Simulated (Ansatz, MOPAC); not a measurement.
Reaction (SMILES): CC(C)CCO + 5 [H][H] (H2) -> 5 C (CH4) + O (H2O)

Wanted: energy of full hydrogenation (enthalpy at 298 K), in kcal/mol. Terms: non-relativistic; dispersion terms only where a functional's name holds one; no spin-orbit coupling; PM7 with its own dispersion and hydrogen-bond terms. First-principles rows: single points at B3LYP-D3(BJ) geometries (Ansatz, a first-principles code), with unscaled harmonic terms from B3LYP/6-31G* (Ansatz) at its own minima. Semi-empirical rows: MOPAC heats of formation at their own minima for 298 K.

```
species      coefficient  E at HF/3-21G (Ansatz), Eh  E at PBE0/def2-TZVPD (Ansatz), Eh  H(298 K) - E, kcal/mol  heat of formation at PM7 (MOPAC), kcal/mol
-----------  -----------  --------------------------  ---------------------------------  ----------------------  ------------------------------------------
CC(C)CCO              -1                  -269.67974                         -272.75685                  109.78                                      -71.47
[H][H] (H2)           -5                    -1.12290                           -1.16825                    8.44                                      -32.01
C (CH4)               +5                   -39.97677                          -40.47422                   30.76                                      -14.40
O (H2O)               +1                   -75.58572                          -76.38086                   15.65                                      -57.80
```

Measured values: Active Thermochemical Tables 1.112 (ions: stationary electron), as tabulated in the package chemicals; CRC Handbook, as tabulated in the package chemicals; they hold spin-orbit and core effects, anharmonicity and other conformers.  Value to compare with, the measured value: -75.0 kcal/mol. 1 Eh = 627.5095 kcal/mol.

Question: Compute it at each level from the table, and compare with the measured value.

Answer: 
- HF/3-21G: the sum of coefficient times E is -0.17533 Eh, or -110.02 kcal/mol; the thermal terms add 17.47. Result: -92.6 kcal/mol. Its error against the measured value is -17.6 kcal/mol.
- PBE0/def2-TZVPD: the sum of coefficient times E is -0.15386 Eh, or -96.55 kcal/mol; the thermal terms add 17.47. Result: -79.1 kcal/mol. Its error against the measured value is -4.1 kcal/mol.
- PM7: the sum of coefficient times heat of formation is 101.72 kcal/mol; it needs no thermal term. Its error against the measured value is 176.7 kcal/mol.
